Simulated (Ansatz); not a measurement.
in.yaml

```yaml
crystal:
  periodic: [false, false, false]
  atoms:
    - {symbol: H, position_ang: [-2.667728, 0.047936, 0.000000]}
    - {symbol: H, position_ang: [-1.315728, 0.047936, 0.000000]}
    - {symbol: Si, position_ang: [0.124272, 0.047936, 0.000000]}
    - {symbol: H, position_ang: [0.520707, -1.431577, 0.000000]}
basis:
  gaussian: {orbitals: STO-3G, fitting: {mean_field: def2-universal-jkfit}}
magnetization: {spin_polarized: false, initial_magnetization: 1}
correlation: {method: sc_nevpt2, electrons: all, active_space: {window: {electrons: 3, orbitals: 4}}}
scf: {lower_state_search: off}
```

```sh
$ ansatz run in.yaml --threads 1 --pin off --events-out ev --progress --plain --max-ram 2393MiB
```

Output:

```
these checks for a lower state are left out or cut short: stability, starts, cluster_reference, orbital_swaps, neighbouring_geometries, increment
182 factors; integrals over basis functions are off by at most 7.5e-3 eV
mean field evaluation 1: about -7809.6861 eV, gradient 1.1e1 eV
mean field evaluation 2: about -7811.7982 eV, gradient 6.9e0 eV
mean field evaluation 4: about -7812.4983 eV, gradient 1.6e0 eV
mean field evaluation 8: about -7812.5443 eV, gradient 7.7e-6 eV
mean field -7812.54433334 eV, -287.1057087176 hartree, gradient 7.7e-6 eV, S^2 0.750000; 0 other end points of the search recorded, 0 dependent functions left out
reference -7812.54433334 eV, -287.1057087176 hartree; 9, 8 occupied and 3, 4 virtual orbitals, 182 factors
state -7813.01517321 eV, -287.1230117637 hartree
state -7813.01517321 eV, -287.1230117637 hartree; corrected -7813.70225456 eV, -287.1482615374 hartree
Total energy: -7813.70225456 eV, -287.1482615374 hartree
Checks for a lower state left out: stability, starts, cluster_reference, orbital_swaps, neighbouring_geometries, increment
```

Natural occupations: 1.9386 0.9997 0.0545 0.0072.

Ran on 1 thread of Intel Xeon Platinum 8259CL, shared host: 0.15 s wall, 0.08 GiB peak host memory.
